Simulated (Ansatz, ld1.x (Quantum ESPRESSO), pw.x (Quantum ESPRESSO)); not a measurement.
hydrogen (H): one change to the TM potential, in the atom and in the fcc crystal

- Element: hydrogen (H)
- Generator: ld1.x (Quantum ESPRESSO) 7.5
- Type: norm-conserving Troullier–Martins (Kleinman–Bylander form)
- Functional: PBEsol
- Relativity: scalar-relativistic
- Frozen core: none
- Valence charge: 1
- Reference configuration: 1s1
- Partial waves: 2p channel at 0.2 Ry: rc 1.45 bohr; 1s (bound): rc 1.30 bohr
- Local potential: the s channel
- Core correction: none

Change: all radii scaled by about 1.24 (s 1.62, p 1.80 bohr).

Cutoffs, loose and tight: the cutoffs (Ry, on a coarse ladder) from which the occupation-weighted sum of valence levels, in a spherical-Bessel basis at the reference potential, stays within 10 and 1 mRy of its value at 400 Ry. They do not see the model core or the augmentation charge, which bear on the density cutoff. Test errors are all-electron minus pseudo excitation energies from the reference, over the configurations 1s0.5; variants that change the core or the reference have their own tests.

Crystal test: fcc H in pw.x 7.5, no spin, 18³ k-points, Fermi–Dirac smearing 0.01 Ry, cutoffs set for each file from its atomic test. The reference is all-electron LAPW (Ansatz 0.2.0) with the same functional, mesh and smearing; V0 and B0 come from Birch–Murnaghan fits to the pressures at five volumes. Errors are pseudo minus all-electron; Δ is the rms difference of the E(V) curves that follow from these fits, minima aligned, over ±6 % about the mean V0. Mesh and smearing are coarse, so the numbers serve the comparison and aren't converged zero-temperature values; the lattice is a test structure that the element need not adopt.

All-electron: a0 = 2.267 Å (V0 = 2.91 Å³/atom), B0 = 114.1 GPa.

Does the change bring the crystal closer to the all-electron result?

The mean pressure error goes from +0.66 to +2.87 GPa, so the change moves the solid further from the all-electron pressures. At 80 % of its cutoff the pressure of the base moves by -1.07 GPa.

| quantity | base | changed |
| --- | --- | --- |
| outcome (atom) | generated | generated |
| cutoff, loose (atom) | 18 Ry | 15 Ry |
| cutoff, tight (atom) | 35 Ry | 25 Ry |
| bound ghosts (atom) | none | none |
| cutoffs in pw.x (Ry) | 45/180 | 35/140 |
| a0 (Å) | 2.272 | 2.286 |
| a0 error (%) | +0.19 | +0.82 |
| B0 error (%) | -0.1 | -1.7 |
| Δ (meV/atom) | 0.4 | 1.8 |
| mean pressure error (GPa) | +0.66 | +2.87 |

Changed file: The largest radius (1.80 bohr) exceeds half the bond length (1.52 bohr), so the spheres overlap, which is one possible source of error among others. This is a poor potential for the solid. The atomic cutoffs weigh occupied waves only.
